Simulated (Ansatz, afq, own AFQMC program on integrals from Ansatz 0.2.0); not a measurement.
# Where AFQMC and coupled cluster stand for SiCl₂, singlet

```yaml
atoms:
  - { symbol: Cl, position_ang: [0.2952, 1.6158, 0.3401] }
  - { symbol: Si, position_ang: [-0.7742, -0.0105, -0.4243] }
  - { symbol: Cl, position_ang: [0.4791, -1.6053, 0.0842] }
```

Connectivity, by distances: Cl–Si–Cl.

Basis def2-TZVP. Noble-gas cores (and the filled d shells of Ga–Kr and In–Xe) are frozen. Ansatz 0.2.0 and our own AFQMC program on the same integrals; the CISD trial comes from CCSD amplitudes, and released means the phaseless constraint is let go. Free AFQMC starts from the CCSD state and is never constrained. Its projection time is finite, and what remains of the start isn't in its error. Uncertainties: one standard error, sampling alone.

Determinant: RHF, the one that the program's search chose, which needn't be the lowest solution. The geometry is a PBE0/def2-SVP stationary point of this or a neighbouring charge and spin state.

No full CI on the walks' own integrals is used here; CCSDT(Q) serves as the reference and is uncertain by about the last step of the cluster series.

Cautions: restricted determinant unstable towards unrestricted (UHF 5 meV lower, ⟨S²⟩ 0.09).

* T1 diagnostic: 0.0129
* weight of the determinant in the CISD state: 0.803
* size of the correlated space: 18 electrons in 96 orbitals

Reference: CCSDT(Q), correlation energy -14.480 eV. The released energy is read at 0.99 1/Eh, later times being too noisy (meV from the phaseless value at times in 1/Eh: -16 ± 6 at 0.24, -15 ± 8 at 0.51, -12 ± 9 at 0.99, -28 ± 12 at 1.50).

| level | E − E(reference) (kcal/mol) | share of correlation (%) |
| --- | --- | --- |
| HF | 333.91 | 0.00 |
| MP2 | 42.43 | 87.29 |
| CCSD | 16.57 | 95.04 |
| CCSD(T) | 1.67 | 99.50 |
| CCSDT | 0.84 | 99.75 |
| ph-AFQMC/HF | -2.29 ± 0.75 | 100.69 |
| ph-AFQMC/CISD | 0.40 ± 0.13 | 99.88 |
| released AFQMC | 0.12 ± 0.21 | 99.96 |
| free AFQMC | 0.46 ± 0.38 | 99.86 |

Free projections are given only where their last times agree within the noise and don't stop above the reference; a slow remainder of the start can still hide under it. A walk keeps the symmetry of its determinant, which the program's search chose and which needn't be the lowest solution, so a lower state of the same spin and another symmetry isn't excluded. Released energies are given only where the last usable release times agree within the noise; a slower fall can still hide under it.
